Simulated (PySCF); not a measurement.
CFCl3.
Bonds: F1–C2, C2–Cl3, C2–Cl4, C2–Cl5.

The closed-shell ground state was solved at several levels (PySCF, density fitting, gas phase, non-relativistic). Isolated species at its GFN2-xTB geometry, gas phase.

```
             level  basis functions  total energy (Eh)  HOMO (eV)  LUMO (eV)  gap (eV)  dipole (D)
 mPW1PW91/pcSseg-0               57         -1516.6312      -9.57      -1.40      8.17        0.37
    B97-2/pcSseg-0               57         -1516.6600      -9.30      -1.51      7.79        0.36
     OLYP/pcSseg-0               57         -1516.6255      -7.83      -2.17      5.66        0.24
    wB97X/pcSseg-0               57         -1516.5696     -12.01       0.94     12.95        0.33
CAM-B3LYP/pcSseg-0               57         -1516.6123     -10.81       0.01     10.82        0.36
  wB97X-D/pcSseg-0               57         -1516.5627     -11.45       0.45     11.90        0.36
  HCTH407/pcSseg-0               57         -1516.7662      -8.19      -2.50      5.69        0.27
    HSE06/pcSseg-0               57         -1516.0775      -9.10      -1.72      7.38        0.36
   revPBE/pcSseg-0               57         -1516.3286      -7.87      -2.23      5.64        0.20
```

(1) What might LC-wPBE/pcSseg-0 (57 basis functions) give for the same quantities?

(2) Over all these levels, which gives the widest orbital gap and which the narrowest?

(3) In the pcSseg-0 basis, how does the gap go with the fixed share of exact exchange?

(4) How far do the dipole and the HOMO energy spread over the levels?

## Answers

(1) Total energy -1516.1547 Eh, HOMO -12.48 eV, LUMO 1.04 eV, gap 13.52 eV, dipole 0.31 D.

(2) LC-wPBE/pcSseg-0 (range-separated hybrid) has the widest, 13.52 eV, and revPBE/pcSseg-0 (GGA) the narrowest, 5.64 eV. From the narrowest to the widest the HOMO moves by -4.61 eV and the LUMO by +3.27 eV.

(3) revPBE (0 %) 5.64 eV; OLYP (0 %) 5.66 eV; HCTH407 (0 %) 5.69 eV; B97-2 (21 %) 7.79 eV; mPW1PW91 (25 %) 8.17 eV. Each rise in the share widens the gap here.

(4) The dipole runs from 0.20 to 0.37 D (mean 0.32 D) and the HOMO from -12.48 to -7.83 eV.

The pairwise dispersion term of wB97X-D wasn't added to the energies; at a given geometry it leaves orbitals and properties as they are.
